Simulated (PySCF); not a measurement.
S2, SMILES S=S (connectivity only; charge and spin as stated), neutral, multiplicity 3.

Coordinates come from a PBE0-D3(BJ)/def2-TZVPD optimisation.

Two levels are set side by side: PBE/def2-TZVPD (PySCF) and B3LYP/def2-TZVPD (PySCF). Same geometry, gas phase. Differences are taken from unrounded values.

| quantity | PBE |
|---|---|
| α-spin orbital gap (eV) | 4.53 |
| β-spin orbital gap (eV) | 3.85 |
| mean polarisability (bohr³) | 41.2 |

**Question.** These are the PBE values. What does B3LYP give? (The exact figures need the calculation; the answer reports its results.)

**Answer.** 
| quantity | B3LYP | PBE minus B3LYP |
|---|---|---|
| α-spin orbital gap (eV) | 6.16 | -1.63 |
| β-spin orbital gap (eV) | 5.29 | -1.44 |
| mean polarisability (bohr³) | 41.1 | 0.1 |

Rough cost on one machine, each run with all the roots and properties that it gave: B3LYP against PBE within a factor of 2.
